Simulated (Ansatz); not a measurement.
How methods differ on Si2H4 (SMILES [SiH][SiH3])

Si2H4: 6 atoms, total charge 0, spin state triplet. SMILES: `[SiH][SiH3]`. The shape is that of a GFN2-xTB optimisation.

```xyz
6

Si    0.3227   -1.5759    0.2873
Si   -0.3001    0.5233   -0.2457
H     1.4279   -2.0178    1.1558
H    -1.4565    0.3761   -1.1360
H     0.7149    1.3253   -0.9511
H    -0.7089    1.3690    0.8897
```

Quantity: the energy change with the Si1–Si2 bond stretched from 2.254 to 4.507 Å, in eV. The values are calculated.

| level | kind | program | value (eV) | less FCI/STO-3G |
| --- | --- | --- | --- | --- |
| UHF/STO-3G | Hartree–Fock | Ansatz | 2.79 | -0.07 |
| USVWN5/STO-3G | LDA | Ansatz | 3.77 | +0.91 |
| UBLYP/STO-3G | GGA | Ansatz | 2.98 | +0.12 |
| U-r2SCAN/STO-3G | meta-GGA | Ansatz | 3.42 | +0.56 |
| UPBE0/STO-3G | global hybrid | Ansatz | 3.32 | +0.46 |
| U-wB97X/STO-3G | range-separated hybrid | Ansatz | 3.21 | +0.35 |
| UMP2/STO-3G | perturbation theory | Ansatz | 2.90 | +0.04 |
| UCCSDTQ/STO-3G | coupled cluster or CI | Ansatz | 2.86 | 0.00 |
| FCI/STO-3G | exact in the basis | Ansatz | 2.86 | 0.00 |

FCI/STO-3G is exact within its basis and frozen core, so for wave-function methods in that basis the difference is their error; functionals converge differently with the basis, so for them it is only a difference. The first shape isn't each level's own minimum. The values span 2.79 to 3.77 eV. All rows use very small basis sets, so even the best lies far from the true value.
